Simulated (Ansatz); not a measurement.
# C₃H₂F₂, SMILES FC1=C(F)C1: harmonic frequencies at the relaxed geometry

Computed with Ansatz 0.2.0, Python API.

Interactive session:
```pycon
>>> import warnings
>>> import ansatz as az
>>> import numpy as np
>>> warnings.simplefilter('ignore', az.DeckWarning)
>>> geometry_ang = [
...     ('F', (1.6683, -1.4665, 0.0804)),
...     ('C', (0.6723, -0.5458, 0.029)),
...     ('C', (0.2293, 0.8329, -0.0666)),
...     ('F', (0.5038, 2.1581, -0.171)),
...     ('C', (-0.6887, -0.2193, 0.0287)),
...     ('H', (-1.2098, -0.4526, -0.9224)),
...     ('H', (-1.1752, -0.3067, 1.0219)),
... ]
>>> geometry = az.Crystal.molecule()
>>> for symbol, xyz in geometry_ang:
...     geometry = geometry.atom(symbol, xyz)
...
>>> job = (
...     geometry.calculation()
...     .basis(gaussian='cc-pVDZ')
...     .functional('PBE0')
... )
>>> symbols = [site.symbol for site in geometry.cartesian_sites]
>>> start = np.array([site.position_ang for site in geometry.cartesian_sites], dtype=float)
>>> r = job.relax(force_tolerance=0.003).run(threads=1, pin='off').report

>>> end = np.array(r['positions_ang'])
>>> print('final positions (A) and the move of each atom')
final positions (A) and the move of each atom
>>> for symbol, xyz, old in zip(symbols, end, start):
...     print(f'{symbol:2s} {xyz[0]:10.5f} {xyz[1]:10.5f} {xyz[2]:10.5f}   {np.linalg.norm(xyz - old):7.4f}')
...
F     1.68632   -1.35360    0.07159    0.1147
C     0.75254   -0.43423    0.01920    0.1378
C     0.35973    0.78839   -0.06559    0.1378
F     0.58427    2.07656   -0.16629    0.1147
C    -0.74288   -0.23651    0.03098    0.0569
H    -1.33635   -0.48924   -0.86387    0.1442
H    -1.30363   -0.35127    0.97398    0.1441
>>> # same settings at the minimum
>>> minimum = az.Crystal.molecule()
>>> for symbol, xyz in zip(symbols, end):
...     minimum = minimum.atom(symbol, xyz.tolist())
...
>>> vibrating = minimum.calculation()
>>> vibrating = vibrating.basis(gaussian='cc-pVDZ')
>>> vibrating = vibrating.functional('PBE0')
>>> vibrating = vibrating.phonons(temperatures=(298.15, 498.15, 100))
>>> vib = vibrating.run(threads=1, pin='off').report['vibrations']
>>> sums = vib['harmonic_sums']
>>> modes = [m['omega_inv_cm'] for m in sums['modes_at_gamma'] if m['rigid_motion'] == 'no']
>>> print('frequencies (1/cm):', ' '.join(f'{w:.0f}' for w in modes))
frequencies (1/cm): 246 291 455 554 797 818 977 1094 1107 1260 1314 1505 2112 3035 3109
>>> print('imaginary modes:', sum(w < 0 for w in modes), ' zero-point energy:', round(sums['zero_point_energy_ev'], 4), 'eV')
imaginary modes: 0  zero-point energy: 1.1577 eV
>>> print('T (K)   F_vib (eV)   S_vib (meV/K)   C_vib (meV/K)')
T (K)   F_vib (eV)   S_vib (meV/K)   C_vib (meV/K)
>>> for row in zip(sums['temperatures_k'], sums['vibrational_free_energy_ev'], vib['entropy_ev_per_k'], vib['heat_capacity_ev_per_k']):
...     print(f'{row[0]:6.1f} {row[1]:11.4f} {1000 * row[2]:13.4f} {1000 * row[3]:15.4f}')
...
 298.1      1.1346        0.2273          0.3717
 398.1      1.1055        0.3552          0.5162
 498.1      1.0635        0.4844          0.6369
```

The frequencies are harmonic and unscaled, in a modest basis. The result belongs to the one conformer reached from this start, and soft torsions count as harmonic oscillators. Wall time of the script: 39 s on 1 thread of Arm Neoverse V2, with other jobs on the host, peak memory 0.22 GiB.

(Lines on the test bed's own set-up are left out of the output.)
